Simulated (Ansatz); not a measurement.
in.yaml

```yaml
crystal:
  periodic: [false, false, false]
  atoms:
    - {symbol: N, position_ang: [0.000000, -0.077978, 1.481722]}
    - {symbol: Ga, position_ang: [0.000000, 0.038326, -0.340129]}
    - {symbol: H, position_ang: [0.000000, -0.949104, 1.989085]}
    - {symbol: H, position_ang: [0.000000, 0.715757, 2.099370]}
    - {symbol: H, position_ang: [0.000000, -1.334192, -1.151029]}
basis:
  gaussian: {orbitals: cc-pVTZ}
magnetization: {spin_polarized: true, initial_magnetization: 3}
hamiltonian: {xc: {name: B2PLYP}}
correlation: {electrons: outside_noble_gas}
```

```sh
$ ansatz run in.yaml --threads 2 --pin off --events-out ev --progress --plain --max-ram 24576MiB --backend cuda --devices 0, --max-vram 18GiB
```

Log:

```
693 factors; integrals over basis functions are off by at most 1.5e-3 eV
mean field evaluation 1: about -53897.0069 eV, gradient 1.7e1 eV
mean field evaluation 2: about -53897.0412 eV, gradient 1.7e1 eV
mean field evaluation 4: about -53898.3576 eV, gradient 1.8e0 eV
mean field evaluation 8: about -53898.3864 eV, gradient 1.6e-1 eV
mean field evaluation 16: about -53898.3874 eV, gradient 7.1e-4 eV
mean field -53898.38741780 eV, -1980.7292039650 hartree, gradient 3.5e-6 eV, S^2 3.757519; 2 other end points of the search recorded, 0 dependent functions left out
15 core orbitals not correlated, not the lowest: weight in the atoms' cores, before any rotation towards them, 0.904 or more for the frozen orbitals, at most 0.127 for the correlated occupied ones
reference -53898.38755336 eV, -1980.7292089466 hartree; 7, 4 occupied and 93, 96 virtual orbitals, 693 factors
second order -7.59690094 eV of doubles, -0.00000000 eV of singles
Total energy: -53900.43871661 eV, -1980.8045878058 hartree
```

Ran on 2 threads of AMD EPYC 7R13 with a shared H100 80 GB, shared host: 7.5 s wall, 0.78 GiB peak host memory.
